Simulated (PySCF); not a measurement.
How good is the calculation?

Geometry (Å), atoms numbered from 1 in this order:
```xyz
14

C    -0.9796   -1.0777   -0.0578
C     0.0213    0.0003    0.3319
C    -0.4532    1.3818   -0.0947
C     1.4099   -0.3051   -0.2107
Cl    0.1364    0.0041    2.1404
H    -1.0771   -1.1108   -1.1412
H    -1.9554   -0.8686    0.3739
H    -0.6492   -2.0525    0.2926
H    -1.4305    1.5984    0.3300
H    -0.5263    1.4247   -1.1796
H     0.2448    2.1457    0.2386
H     1.3845   -0.3104   -1.2989
H     1.7509   -1.2778    0.1356
H     2.1228    0.4475    0.1177
```

The experiment to reproduce: δ 13C C2 66.7; C1/C3/C4 34.6; δ 1H H6/H7/H8/H9/H10/H11/H12/H13/H14 1.60 ppm (measured; solution, not stated per compound (mostly CDCl3 or CCl4); Pretsch, Buehlmann, Badertscher, Structure Determination of Organic Compounds, 4th ed. (2009)).

Method: shieldings: GIAO PBE0/pcSseg-1, coordinates at the GFN2-xTB level, in PySCF 2.14.0 with density-fitted response routines (non-relativistic Hamiltonian, no solvent, rapidly exchanging positions averaged, one conformer).

Question: Set the calculated values beside the experiment.

Answer: 
Reference values: measured (solution, not stated per compound (mostly CDCl3 or CCl4); Pretsch, Buehlmann, Badertscher, Structure Determination of Organic Compounds, 4th ed. (2009)).
```json
{"atoms": "C2", "quantity": "δ 13C", "reference": "66.7", "computed": "69.4", "computed, scaled": "60.0"}
{"atoms": "C1/C3/C4", "quantity": "δ 13C", "reference": "34.6", "computed": "36.4", "computed, scaled": "33.3"}
{"atoms": "H6/H7/H8/H9/H10/H11/H12/H13/H14", "quantity": "δ 1H", "reference": "1.60", "computed": "1.59", "computed, scaled": "1.59"}
```

Computed shifts are σ(ref) − σ with the named reference compound (TMS for H and C) calculated as an isolated molecule at the same level. The measured values may be among those fitted. Expected solution values come from regression of measured δ (H and C: mostly CDCl3, vs TMS) on computed σ: 13C: δ = 179.97 − 0.974σ -5.5 per attached Cl (rms 2.1 ppm, 958 shifts, 2.3 ppm with the 13 outliers that the fit left out); 1H: δ = 30.01 − 0.943σ (rms 0.17 ppm, 504 shifts, 0.18 ppm with the 4 outliers that the fit left out). A few per cent of atoms miss by over 2 rms, more outside the fitted compound classes.

Question: How far are the unscaled 13C shifts from the references?

Answer: Mean signed difference +2.25 ppm, mean absolute 2.25 ppm over 2 comparisons; the largest is +2.7 ppm at C2 (fully substituted sp3 carbon bonded to Cl).

Carbons that carry Cl, above all several Cl atoms, come out too deshielded, partly because spin–orbit coupling is missing.
